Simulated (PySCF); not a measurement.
Species: C₃H₄F₂O.
Structure used (PBE0-D3(BJ)/def2-SVP), in Å, numbered top down from 1:
```xyz
10
C3H4F2O angstrom
F     -0.360   -1.438    1.632
C      0.096   -0.212    1.226
C      0.425   -0.277   -0.239
O      0.780    0.968   -0.847
C     -0.408    0.394   -1.229
F     -1.519    1.036   -0.826
H      1.004    0.043    1.800
H     -0.672    0.553    1.415
H      1.040   -1.138   -0.536
H     -0.500    0.065   -2.272
```

NICS is the negative of the GIAO shielding at a point without a nucleus: at the ring centre (0) and 1 Å above and below it (1); zz is the component along the ring normal. Level: GIAO KT2/pcSseg-2 (PySCF, non-relativistic, gas phase) on the PBE0-D3(BJ)/def2-SVP geometry, one conformer.

Ring bond lengths (Å): C3–O4 1.430, O4–C5 1.373, C5–C3 1.458.

Q: What do the NICS probes read (ppm)?

A: 
| ring | type | NICS(0) | NICS(1), two faces | NICS(1)zz, two faces | rms pucker (Å) | centre to ring atoms, mean (Å) |
| --- | --- | --- | --- | --- | --- | --- |
| C3–O4–C5 | 3-membered ring with O; formal bonds all single | -43.0 | -6.8 / -5.8 | -21.9 / -13.6 | 0.00 | 0.82 |

Q: What do they say, and how far can they be read as aromaticity?

A: 
- C3–O4–C5: mean NICS(1)zz -17.8 ppm, shielded. C3, C5 have four or more neighbours, so the value isn't read as a sign of a π ring current. The two faces differ by 8.3 ppm, so no symmetry operation interchanges them. NICS(0) lies 37 ppm below the mean NICS(1).

Q: What is the mean of the two in-plane components of NICS at the second NICS(1) probe listed for ring C3–O4–C5, 1 Å off the ring?

A: The isotropic value is a third of the trace: (3 × -5.8 − (-13.6))/2 = -1.9 ppm.

Q: List the ring angles.

A: 
- C3–O4–C5: C3 56.8°, O4 62.6°, C5 60.6°; sum 180.0° against 180° for a flat convex ring.

Q: What are the shieldings of the ring atoms and their hydrogens in the same run (means over atoms taken as equivalent)?

A: 
| atoms | environment | σ isotropic (ppm) |
| --- | --- | --- |
| C3 | sp3 carbon bound to oxygen | 128.3 |
| O4 | epoxide oxygen | 253.6 |
| C5 | sp3 C–F carbon | 89.8 |
| H9 | methine hydrogen | 28.44 |
| H10 | methine hydrogen | 25.68 |

Q: How do the values depend on the level or the medium?

A: 
```
                       level  NICS(0), C3–O4–C5  mean NICS(1)zz, C3–O4–C5
           KT2/pcSseg-2, gas              -43.0                     -17.8
          PBE0/pcSseg-1, gas              -43.1                     -17.9
PBE0/pcSseg-1, IEF-PCM water              -42.7                     -17.8
```

The geometry is the same throughout; the continuum's cavity takes Bondi-type radii × 1.2.
